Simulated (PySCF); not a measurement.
## Aluminium: highly charged ions in a basis for the neutral atom

Al⁹⁺ [He] 2s2, Al¹⁰⁺ [He] 2s1. Computed with PySCF 2.14 in def2-TZVP (5s5p2d1f, 37 functions), with no relativity, point nucleus. No spin-orbit coupling, so a gap to NIST mixes the basis error with missing relativistic terms.

Changed run: basis of the neutral atom used for a highly charged ion. This setting is unsound on purpose.

| species | method | sound run (hartree) | changed run (hartree) | converged |
| --- | --- | --- | --- | --- |
| Al⁹⁺ | UHF | not run | -191.52372 | yes |
| Al⁹⁺ | B3LYP | not run | -191.59772 | yes |
| Al⁹⁺ | MN15 | not run | -191.59306 | yes |
| Al¹⁰⁺ | UHF | not run | -177.10078 | yes |
| Al¹⁰⁺ | B3LYP | not run | -177.10462 | yes |
| Al¹⁰⁺ | MN15 | not run | -177.10838 | yes |

Ionisation energy of Al⁹⁺:

| method | changed run (eV) | NIST (eV) |
| --- | --- | --- |
| UHF | 392.47 | 398.65 ± 0.06 |
| B3LYP | 394.38 | 398.65 ± 0.06 |
| MN15 | 394.15 | 398.65 ± 0.06 |

The contracted functions were made for the neutral atom and can be too rigid for a highly charged ion.
